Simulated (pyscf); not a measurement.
Routes from HO–SiH₂–F + NH₃

Candidate steps break at most two bonds and form at most two. Each was searched with GFN2-xTB (tblite) first. Single points on ωB97X-D3(BJ)/def2-SVP structures (PySCF, gas phase). Correlated levels are frozen-core, on RHF or UHF. ΔMP2 is the change of the MP2 total energy from the triple- to the quadruple-zeta basis. Energies: CCSD(T)/def2-TZVPP + ΔMP2(QZVPP), kcal/mol, from the separated reactants, singlet surface; ΔG‡ with ideal gas, 1 atm, RRHO with modes under 100 cm⁻¹ raised to 100, one conformer, R ln 2 for chiral ones without a mode under 150 cm⁻¹.

| products | type | ΔE‡ | ΔE | ΔG‡ 298 K | ΔG‡ 900 K | ν‡ (cm⁻¹) |
|---|---|---|---|---|---|---|
| H₂N–SiH₂–OH + HF | four-centre exchange | 26.4 | +21.0 | 37.6 | 61.2 | 544i |
| H₂O + H₂N–SiH₂–F | four-centre exchange | 26.6 | +9.4 | 36.7 | 59.3 | 1136i |

Row 1: On the reactant side the descent ends in an adduct with a N–Si contact (not fully relaxed), 4.6 kcal/mol over the separated species and 18.4 kcal/mol under the saddle at ωB97X-D3(BJ)/def2-TZVP. On the product side the descent ends in a bound adduct, 12.7 kcal/mol under the separated species and 14.5 kcal/mol under the saddle at ωB97X-D3(BJ)/def2-TZVP. Row 2: On the reactant side the descent ends in an adduct with a N–Si contact, 4.4 kcal/mol under the separated species and 27.7 kcal/mol under the saddle at ωB97X-D3(BJ)/def2-TZVP. On the product side the descent ends in a complex, 4.6 kcal/mol under the separated species and 18.4 kcal/mol under the saddle at ωB97X-D3(BJ)/def2-TZVP. 

Plain bond fissions and candidates not yet searched are not listed, and one of them may be faster. Each barrier is that of the saddle found; lower ones may exist. The CCSD(T) − MP2 part came from Ansatz, without density fitting, on the same reference.
